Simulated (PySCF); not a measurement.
FO, optimised at PBE/def2-SVP:

```xyz
2

O      0.0058    -0.4982     0.4564
F     -0.0058     0.4982    -0.4564
```

Computed with PySCF (xtb for GFN2) and rigid-rotor harmonic-oscillator thermochemistry at 1 bar. 6-31G* has spherical d functions here. Open shells (unrestricted): FO (multiplicity 2). GFN2 has no spin-polarisation term. Spin-orbit splitting is ignored; it lowers the true energy and changes the entropy of FO. B3LYP is the form with VWN-RPA correlation.

Task: List the harmonic frequencies (cm⁻¹, unscaled) at this level and at the other levels, each on its own geometry.

Result: 
- PBE/def2-SVP: 1098
- B3LYP/6-31G*: 1128
- GFN2-xTB: 1149
- HF/6-31G*: 1162
- PBE0/def2-TZVP: 1168
